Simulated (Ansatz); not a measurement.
`F[C]F` + H₂ → `[CH]F` + H–F at 600 K and 1 bar (hydrogenolysis of a C–F bond).

Gas-phase electronic energies from Ansatz, PBE0-D4/def2-TZVP geometries. CCSD(T)/CBS is extrapolated from def2-TZVPP and def2-QZVPP, frozen cores.

```
species  CCSD(T)/CBS energy (Eh)  H − E (kJ/mol)  S (J/(mol·K))
`F[C]F`               -237.53651            42.2          271.0
     H₂                 -1.17463            43.9          150.8
`[CH]F`               -138.29609            54.0          249.2
    H–F               -100.39431            42.3          194.0
```

H − E and S are ideal-gas, rigid-rotor, harmonic terms from PBE0-D4/def2-TZVP. 1 Eh = 2625.50 kJ/mol, R = 8.31446 J/(mol·K).

**Question.** By hand: ΔE, ΔH, ΔS and ΔG.

**Answer.** ΔE = (-138.29609) + (-100.39431) − (-237.53651) − (-1.17463) = 0.02074 Eh = 54.5 kJ/mol. Δ(H − E) = 54.0 + 42.3 − 42.2 − 43.9 = 10.2, so ΔH = 64.7 kJ/mol. ΔS = 249.2 + 194.0 − 271.0 − 150.8 = 21.4 J/(mol·K). ΔG = 64.7 − 600 × (21.4)/1000 = 51.9 kJ/mol.

**Question.** By hand: the equilibrium constant, and the temperature at which ΔG would vanish if ΔH and ΔS stayed fixed.

**Answer.** log₁₀ K = −ΔG/(RT ln 10) = -4.5. ΔG = 0 at ΔH/ΔS = 3023 K, far beyond where these terms or the molecules hold.

ΔH outweighs TΔS. A doubt of 5 kJ/mol in ΔE shifts log₁₀ K by 0.4 here. These are equilibria of isolated gas molecules and say nothing of rates. Largest T1 diagnostic: 0.018 (customary marks: 0.02 for closed shells, 0.045 for open ones).
